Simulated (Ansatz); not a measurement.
Basis-set series for CH$_{3}$FSi (`C[Si]F`). The species carries charge 0 and has multiplicity 1. All single points use the PBE0-D4/def2-TZVP geometry.

Cartesian coordinates in Å:
```
C -0.0510 0.5452 -0.0534
Si 1.0383 -0.9944 -0.0707
F -0.1049 -2.0932 0.2623
H 0.5103 1.4608 -0.2527
H -0.8437 0.4442 -0.8052
H -0.5490 0.6373 0.9196
```

```csv
functional,basis,functions,energy (Eh),HOMO (eV),LUMO (eV)
PBE0-D4,def2-SVP,61,-428.79106,-6.54,-2.02
PBE0-D4,def2-TZVPP,146,-429.06832,-6.61,-2.11
ωB97M-V,def2-SVP,61,-428.98906,-8.63,0.11
ωB97M-V,def2-TZVPP,146,-429.27192,-8.71,-0.09
```

**Question.** Give the rows for def2-QZVPP. (Best estimate.)

**Answer.** Ansatz gave: 
```csv
functional,basis,functions,energy (Eh),HOMO (eV),LUMO (eV)
PBE0-D4,def2-QZVPP,274,-429.08658,-6.65,-2.17
ωB97M-V,def2-QZVPP,274,-429.28930,-8.76,-0.20
```
